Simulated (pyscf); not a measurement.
**Four-centre exchange: O=Cr(=O)(F)–F (SMILES [O]=[Cr](=[O])([F])[F]) + H₂ (SMILES [H][H]) -> O=CrH(=O)–F (SMILES [O]=[CrH](=[O])[F]) + HF (SMILES F)**

Gas phase, singlet surface, charge 0. Bonds broken: Cr2–F4, H6–H7. Bonds formed: Cr2–H6, F4–H7. Structures and frequencies: ωB97X-D3(BJ)/def2-SVP in PySCF.

Transition state (Å):

```xyz
7

O      1.1654    -0.8690     0.2736
Cr    -0.1001    -0.2450    -0.2933
O     -0.0721     1.2492    -0.0125
F     -1.7662    -1.2370    -0.4570
F     -0.0122    -0.4222    -1.9817
H     -0.8504    -0.4700     1.2974
H     -1.4485    -0.8943     0.7275
```

One imaginary mode, 1054i cm⁻¹; descent along it reached the two sides named.

| bond | change | reactant side (Å) | saddle | product side |
|---|---|---|---|---|
| Cr2–F4 | breaks | 1.692 | 1.946 | 2.560 |
| H6–H7 | breaks | 0.760 | 0.929 | 2.553 |
| Cr2–H6 | forms | 3.4 | 1.773 | 1.535 |
| F4–H7 | forms | 2.565 | 1.273 | 0.928 |

Electronic energies relative to the separated reactants (kcal/mol):

| level | barrier | reaction energy | reverse barrier |
|---|---|---|---|
| ωB97X-D3(BJ)/def2-TZVP | 34.0 | +13.5 | 20.5 |
| PBE/def2-TZVP | 30.0 | +20.5 | 9.5 |
| r²SCAN/def2-TZVP | 31.8 | +22.2 | 9.7 |
| B3LYP-D3(BJ)/def2-TZVP | 33.7 | +16.0 | 17.6 |
| PBE0-D3(BJ)/def2-TZVP | 31.4 | +13.9 | 17.4 |
| M06-2X/def2-TZVP | 35.1 | +9.5 | 25.5 |
| ωB97M-D3(BJ)/def2-TZVP | 33.4 | +10.8 | 22.6 |

With ωB97M-D3(BJ)/def2-TZVP energies and thermal terms (ideal gas, 1 atm, RRHO with modes under 100 cm⁻¹ raised to 100, one conformer, R ln 2 for chiral ones without a mode under 150 cm⁻¹), in kcal/mol:

```
T (K)   ΔH‡   ΔG‡     ΔH     ΔG
-----  ----  ----  -----  -----
298    34.5  42.7  +12.9  +10.5
600    33.6  51.5  +12.3   +8.3
900    33.3  60.5  +11.8   +6.4
1200   33.4  69.5  +11.6   +4.6
```

At the saddle there is also a short Cr–H contact that neither side keeps. This is the saddle that the search found; another between the same sides may lie lower.
